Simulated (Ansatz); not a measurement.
# Predicting the next basis: CCSD(T) on HCN (hydrogen cyanide)

The species is HCN (3 atoms), meant as a singlet with charge 0. As SMILES, `C#N`. The shape is that of a PBE0-D4/def2-TZVP optimisation.

CCSD(T) correlation energies, 2 core orbitals frozen (Ansatz 0.2.0):

```
  basis  X  correlation energy (Eh)
cc-pVDZ  2                -0.303612
cc-pVTZ  3                -0.365794
cc-pVQZ  4                        ?
```

Question: Take E(X) = E∞ + A/X³, fix the two constants on the known rows and predict the third.

Answer: 
1. A = (-0.303612 − (-0.365794))/(1/8 − 1/27) = 0.70691 Eh.
2. E∞ = -0.365794 − 0.70691/27 = -0.391976 Eh.
3. X = 4: -0.391976 + 0.70691/64 = -0.380931 Eh.

The run gave -0.385719 Eh, so the prediction is off by +4.8 mEh, 24 % of the last step. The small sets lie short of the range where X⁻³ holds, so the true step is larger than predicted.
